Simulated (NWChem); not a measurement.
System: O3 anion, doublet

NWChem input:

```
start job
memory heap 200 mb stack 900 mb global 1100 mb
charge -1
geometry units angstroms noautoz
  O     -1.135102     0.000000    -0.238988
  O      0.000000     0.000000     0.477976
  O      1.135102     0.000000    -0.238988
end
basis spherical
  * library cc-pvtz
end
dft
  odft
  mult 2
  xc xpbe96 cpbe96
  iterations 150
  mulliken
end
task dft energy
```

In the optimisation the excess spin sits in b2 (C2v, its own frame). Sets without diffuse functions describe the anion's extra electron poorly. Structure relaxed at the B3LYP/def2-SVPD, spin-unrestricted level. No stability test was run on the SCF state. The highest occupied level is positive, so the extra electron may be held by the finite basis.

Problem. Predict the main results of this run. (PBE/cc-pVTZ, spin-unrestricted.) Quantities: basis functions; energy (Ha); highest occupied level (eV); lowest empty minus highest occupied level, either spin (eV); <S²>.

Solution. 
- number of basis functions = 90
- energy (Ha) = -225.37
- highest occupied level (eV) = 2.77
- lowest empty minus highest occupied level, either spin (eV) = 1.23
- <S²> = 0.751
